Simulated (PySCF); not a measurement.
# dimethylphosphine: calculation against experiment

**Measured values to compare with.**

From NIST CCCBDB Release 22 (SRD 101), experimental dipoles, for the gas: dipole moment 1.23 D.

The results are set against them at the end.

Species: dimethylphosphine, C₂H₇P.
Atom-mapped SMILES: `[CH3:1][PH:2][CH3:3]` (hydrogens: H4, H5, H6 on C1; H7 on P2; H8, H9, H10 on C3)

Geometry (GFN2-xTB, Å), atoms numbered from 1 in this order:
```
atom  x, y, z in Å
C1     1.3597    0.1851   -0.0714
P2     0.2157   -0.4244    1.2520
C3    -1.3779    0.1637    0.5123
H4     2.3473   -0.2425    0.0868
H5     1.4376    1.2688    0.0046
H6     0.9999   -0.0824   -1.0632
H7     0.1192   -1.7309    0.7504
H8    -2.2083   -0.2772    1.0592
H9    -1.4511   -0.1021   -0.5407
H10   -1.4332    1.2465    0.6163
```

Runs made with PySCF (gas phase, on this GFN2-xTB geometry; no spin–orbit coupling):

```csv
level,job,basis functions,wall time
PBE0/def2-SVPD,"8 singlets by full TDDFT, 3 Tamm–Dancoff triplets, polarisability, density and orbital grids written",120,7.7 s
```

Hardware: Arm Neoverse V2, one thread (shared host).

## Comparison

**Dipole moment.** Measured: 1.23 D (NIST CCCBDB Release 22 (SRD 101), experimental dipoles).

```json
{"level": "PBE0/def2-SVPD", "computed (D)": "1.31", "computed − measured (D)": "+0.08", "% (from the printed values)": "+7"}
```

The computed dipoles belong to one fixed geometry; measured ones are averaged over vibrations unless marked μe. Magnitudes are compared, not signs.

No measured geometry was used, and the causes of the misses weren't examined.
